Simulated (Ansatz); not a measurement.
A nudged elastic band was laid between two geometries of C2H7B (10 atoms, charge 0, multiplicity 1).

Theory: Ansatz, RKS BLYP-D4/def2-SVP.

```yaml
movable_images: 7
climbing_image: yes
spring: 5.0 eV/Å²
optimiser: quadratic models (default)
start_path: through a guess of the saddle point
force_threshold: 0.05 eV/Å
iteration_limit: 60
end_points: relaxed
```

Initial state:

```xyz
10
Properties=species:S:1:pos:R:3
B 0.125 -0.039 0.305
H -0.110 -0.198 1.495
C 1.631 0.053 -0.135
H 2.042 -0.983 -0.037
H 1.811 0.381 -1.179
H 2.248 0.661 0.561
C -1.103 0.014 -0.674
H -1.762 -0.871 -0.521
H -1.746 0.880 -0.390
H -0.859 0.101 -1.751
```

Final state:

```xyz
10
Properties=species:S:1:pos:R:3
B -1.402 -0.376 0.825
H 1.240 0.016 0.975
C 1.969 0.177 0.156
H 2.031 -0.736 -0.467
H 1.645 1.030 -0.469
H 2.965 0.395 0.587
C -1.520 -0.166 -0.700
H -2.563 -0.378 -1.030
H -1.265 0.886 -0.964
H -0.823 -0.847 -1.239
```

Problem. What changes between the two ends?

Solution. Bonds broken: B1–H2, B1–C3. Bonds formed: H2–C3. C2H7B becomes CH3B + CH4.

Problem. What energy profile does the band end with?

Solution. It converged. The highest image is number 5 of 0 to 8, 3.93 eV above the first end and 0.64 eV above the last; the last end lies 3.29 eV above the first. Neighbouring images differ by up to 1.9 eV, so the band resolves the path poorly. A vibrational analysis at the climbing image gives one clearly imaginary mode, 1062i cm⁻¹: a first-order saddle point. The orbitals stay closed-shell, which can raise the energy where a bond breaks towards radicals; this wasn't checked here.

```
image  path coordinate (Å)  energy (eV)  B1–H2 (Å)  B1–C3 (Å)  H2–C3 (Å)
    0                 0.00         0.00       1.22       1.57       2.40
    1                 0.61         0.00       1.22       1.57       2.41
    2                 1.22         0.02       1.22       1.57       2.42
    3                 1.83         0.19       1.21       1.57       2.30
    4                 2.44         2.11       1.15       1.76       1.84
    5                 3.05         3.93       1.29       2.25       1.45
    6                 3.59         3.47       1.76       2.66       1.15
    7                 4.13         3.32       2.24       3.10       1.11
    8                 4.67         3.29       2.68       3.48       1.11
```

Problem. What is the geometry of the highest image?

Solution. 
```xyz
10
Properties=species:S:1:pos:R:3:forces:R:3
B -0.491 -0.213 0.742 0.01 -0.01 0.00
H 0.723 -0.047 1.147 0.00 0.00 -0.01
C 1.613 0.140 0.013 -0.01 -0.01 0.01
H 1.725 -0.789 -0.574 0.00 0.00 0.00
H 1.404 1.021 -0.619 0.00 0.00 0.00
H 2.482 0.310 0.677 0.00 0.00 0.00
C -1.158 -0.159 -0.662 0.00 0.01 0.00
H -2.206 -0.521 -0.635 0.00 0.00 0.00
H -1.202 0.926 -0.929 0.00 -0.01 -0.01
H -0.614 -0.667 -1.487 0.00 0.00 0.00
```

The band took 14 iterations and roughly 5 core-minutes.

The run took 4.9 min on 1 thread of Arm Neoverse N1, with other jobs on the host, peak memory 0.13 GiB.
